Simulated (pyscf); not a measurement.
Optimised with ωB97X-D3(BJ)/def2-SVP in PySCF.

**Question.** Estimate by transition-state theory the rate constant of F–Si(SiH₃)(SiH₃)–SiH₃ + ammonia (NH₃) → H₂N–SiH₂–Si(F)(SiH₃)–SiH₃ + hydrogen (H₂) (singlet surface; H–Si, H–N broken, N–Si, H–H formed) at 900 K, with ωB97M-D3(BJ)/def2-TZVP energies (ideal gas, 1 atm, RRHO with modes under 100 cm⁻¹ raised to 100, one conformer, R ln 2 for chiral ones without a mode under 150 cm⁻¹; no tunnelling).

**Answer.** The electronic barrier is 42.0 kcal/mol and the thermal terms add +30.6, so ΔG‡ = 72.6 kcal/mol. With k_BT/h = 1.88e+13 s⁻¹ and RT = 1.788 kcal/mol, and a volume of 1.23e-19 cm³ per molecule at 1 atm, k = 5.4e-24 cm³ molecule⁻¹ s⁻¹. Wigner's tunnelling factor for 1525i cm⁻¹ would be 1.25. A shift of 1 kcal/mol in the barrier changes k by a factor 1.7. On the reactant side the descent ends in a complex (not fully relaxed), 6.3 kcal/mol under the separated species and 48.8 kcal/mol under the saddle at ωB97X-D3(BJ)/def2-TZVP. At the saddle there is also a short H–Si contact that neither side keeps. This is the saddle that the search found; another between the same sides may lie lower.
